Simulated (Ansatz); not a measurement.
We consider diamond-structure Si, described by PBE in Ansatz (PAW).

A relaxed, unreconstructed slab of the (111) face has 12 atoms, two equal faces of 12.955 Å² each and an energy of -7627.1868 eV. A bulk cell of 6 atoms with the same orientation and in-plane k mesh has -3814.8617 eV. Energies are extrapolated to zero smearing.

Run with plane-wave cutoff 500 eV, 12×12×1 k mesh (along the axes of the cell as run), gaussian smearing 0.02 eV, scalar-relativistic PAW data made under PBE.

Worked out: γ = (E_slab − N E_bulk per atom)/2A = [-7627.1868 − 12 × (-3814.8617/6)]/(2 × 12.955) = 0.0979 eV/Å². With 16.022 J/m² per eV/Å² this is 1.57 J/m², or 1.27 eV per surface cell and face.

Ansatz is a quantum-chemistry and plane-wave program.
